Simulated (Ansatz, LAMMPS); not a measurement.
# Wurtzite GaN, polycrystal shear modulus

Reference value: 120 GPa (measured, temperature not stated, not corrected to a static lattice, Hill average of measured single-crystal constants; as tabulated in Oses et al. (2018), arXiv:1811.08464).

Problem. Put these levels in order of the polycrystal shear modulus that they give for wurtzite GaN, smallest first: LDA (Ansatz, a program for electronic structure), PBE-D3(BJ) (Ansatz), Tersoff GaN.tersoff (LAMMPS).

Solution. Tersoff GaN.tersoff (94.7 GPa), PBE-D3(BJ) (105 GPa), LDA (114 GPa)

Unless a cell is named, each level is at its own relaxed cell (Tersoff GaN.tersoff 11.38, LDA 11.05, PBE-D3(BJ) 11.52 Å³/atom).

Differences against the reference: Tersoff GaN.tersoff -21 %, LDA -5.0 %, PBE-D3(BJ) -12.5 %.

The reference isn't brought to a static lattice, while the calculations are for one, so the differences are not the levels' errors alone. A static lattice is as a rule stiffer than a warm one, by over a tenth in soft solids.  PBE-D3(BJ): the dispersion coefficients are held fixed in the derivatives. Each level is taken at its own relaxed cell. Ansatz's density-functional and Hartree–Fock values are scalar-relativistic unless marked +SOC, with PAW data made under PBE.

Empirical potentials (Tersoff GaN.tersoff) are fitted to chosen data: where that held the value shown, agreement is built in, and what lay outside the fit can be far off.

Differences are worked out from the printed values.
